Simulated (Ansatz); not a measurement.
Li2Al⁺ (the lowest singlet isomer of a short search). Charge 1, multiplicity 1. Geometry PBE-D4/def2-TZVP, basis def2-TZVP, Ansatz.

```xyz
3

Al    0.0000    0.0000    0.0000
Li    0.4788    0.0192    2.7365
Li   -0.4788   -0.0191   -2.7365
```

| run | HOMO (eV) | LUMO (eV) |
| --- | --- | --- |
| A | -7.63 | -6.44 |
| B | -7.89 | -5.94 |
| C | -7.65 | -6.55 |
| D | -8.90 | -4.83 |
| E | -9.85 | -3.95 |
| F | -10.15 | -3.73 |

The structure comes from a short search, and lower isomers may exist.

Question: The runs used BHLYP, LDA (SPW92), PBE, r2SCANh, ωB97M-V, ωB97X-V. Estimate which is which.

Answer: A PBE (0 % exact exchange); B r2SCANh (10 % exact exchange); C LDA (SPW92) (0 % exact exchange); D BHLYP (50 % exact exchange); E ωB97M-V (range-separated); F ωB97X-V (range-separated). Exact exchange lowers occupied and raises empty levels; among semilocal functionals meta-GGAs tend to open the gap a little, and such runs are hard to tell apart. The gap grows from 1.11 eV (LDA (SPW92)) to 6.42 eV (ωB97X-V).
